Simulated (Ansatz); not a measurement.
Cost and result for the atomization energy of BH₄PS, SMILES `PBS` (7 atoms, 6 bonds).

```xyz
7

P     0.931    0.165   -0.961
B    -0.687   -0.366   -0.139
S    -1.534    0.510    1.148
H     1.649    0.630    0.168
H     1.552   -1.103   -1.049
H    -1.291   -1.294   -0.585
H    -0.619    1.458    1.419
```

Charge 0, multiplicity 1. All single points use the PBE0-D4/def2-TZVP geometry. It is one conformer, not always the lowest. Program: Ansatz. All runs use 2 threads of an Intel Xeon on a shared host. Times are those of one run each, without the atoms' runs, and a repeat can differ threefold. Electronic energies, without spin–orbit coupling; frozen cores. CCSD(T)/CBS adds CCSD(T) − MP2 in def2-TZVPP to the MP2 limit, and its time is that of the two runs behind it. T1 = 0.016. B3LYP takes the VWN-RPA correlation (the form of Gaussian; ORCA's B3LYP/G).

CCSD(T)/CBS is a level of theory with its own doubt, some kJ/mol a heavy atom from the limit and from the frozen cores, so smaller differences don't rank the functionals.

```json
{"level": "CCSD(T)/def2-SVP", "functions": "70", "wall time": "3.1 s"}
{"level": "LDA (SPW92)/def2-TZVPP", "functions": "171", "wall time": "3.5 s"}
{"level": "PBE0-D4/def2-TZVPP", "functions": "171", "wall time": "4.6 s"}
{"level": "revPBE-D4/def2-TZVPP", "functions": "171", "wall time": "4.6 s"}
{"level": "BLYP-D4/def2-TZVPP", "functions": "171", "wall time": "5 s"}
{"level": "PBE-D4/def2-TZVPP (with forces)", "functions": "171", "wall time": "6 s"}
{"level": "B3LYP-D4/def2-TZVPP (with forces)", "functions": "171", "wall time": "7 s"}
{"level": "r2SCANh-D4/def2-TZVPP", "functions": "171", "wall time": "8 s"}
{"level": "B2PLYP/def2-TZVPP", "functions": "171", "wall time": "8.1 s"}
{"level": "B97M-V/def2-TZVPP", "functions": "171", "wall time": "11 s"}
{"level": "MP2/def2-QZVPP", "functions": "317", "wall time": "23 s"}
{"level": "CCSD(T)/def2-TZVPP", "functions": "171", "wall time": "33 s"}
{"level": "CCSD(T)/CBS(def2)", "functions": "–", "wall time": "56 s"}
```

Task: What atomization energy does each give, and how far from CCSD(T)/CBS? (Estimate.)

Result: Ansatz gave: 
```tsv
level	atomization (kJ/mol)	difference from CCSD(T)/CBS	per bond
CCSD(T)/def2-SVP	1980.9	-142.7	-23.8
LDA (SPW92)/def2-TZVPP	2440.3	316.7	52.8
PBE0-D4/def2-TZVPP	2143.2	19.6	3.3
revPBE-D4/def2-TZVPP	2130.3	6.7	1.1
BLYP-D4/def2-TZVPP	2141.3	17.7	2.9
PBE-D4/def2-TZVPP (with forces)	2171.9	48.3	8.0
B3LYP-D4/def2-TZVPP (with forces)	2150.8	27.2	4.5
r2SCANh-D4/def2-TZVPP	2143.8	20.2	3.4
B2PLYP/def2-TZVPP	2110.7	-12.9	-2.2
B97M-V/def2-TZVPP	2183.8	60.2	10.0
MP2/def2-QZVPP	2100.1	-23.5	-3.9
CCSD(T)/def2-TZVPP	2063.7	-59.9	-10.0
CCSD(T)/CBS(def2)	2123.6	0.0	0.0
```

From BLYP to BHLYP (50 % exact exchange), in def2-TZVPP and without D4, the atomization energy moves by −25.8 kJ/mol: exact exchange takes away binding that semilocal exchange gives to molecules. At CCSD(T), def2-SVP lies −142.7 kJ/mol from the extrapolated value and def2-TZVPP −59.9 kJ/mol: correlation converges slowly with the basis, and small sets miss more of it in the bonded molecule than in its fragments. Leaving LDA and LC-ωPBE aside and taking each functional with its dispersion term where it has one, the values, not all of them listed here, spread over 81.2 kJ/mol, from BHLYP-D4 to B97M-V. LDA lies +282.6 kJ/mol from PBE without D4, its usual overbinding.
